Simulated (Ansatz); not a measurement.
Reaction (formal hydrolysis of a C–C bond): `C=CCC1CO1` + H₂O → `OCC1CO1` + ethylene

Gas-phase electronic energies from Ansatz, PBE0-D4/def2-TZVP geometries. CCSD(T)/CBS adds triple-zeta CCSD(T) − MP2 to the extrapolated MP2 energy (def2 sets, frozen cores). This one scheme is used for every species. One conformer a species, not always the lowest.

| species | SCS-MP2/def2-QZVPP energy (Eh) |
| --- | --- |
| `C=CCC1CO1` | -270.03611 |
| H₂O | -76.34808 |
| `OCC1CO1` | -267.93001 |
| `C=C` | -78.43311 |

Q: Work out ΔE.

A: ΔE = (-267.93001) + (-78.43311) − (-270.03611) − (-76.34808) = 0.02107 Eh = +13.2 kcal/mol. CCSD(T)/CBS gives +13.4 kcal/mol.

Largest T1 diagnostic among the species: 0.011.

The D4 term adds +1.9 kcal/mol with B3LYP and +1.1 kcal/mol with PBE0; it sums over pairs of atoms, weighted by their polarisabilities, and B3LYP, whose exchange is more repulsive, gets the larger term. From PBE to PBE0 (25 % exact exchange), in def2-TZVPP and without D4, ΔE moves by +0.7 kcal/mol. In def2-TZVPP, CCSD(T) changes the Hartree–Fock value by +4.1 kcal/mol (the triples alone add +0.4 kcal/mol) and MP2 by +6.2 kcal/mol.

B3LYP here is the variant with VWN-RPA as its local correlation; programs differ in this.
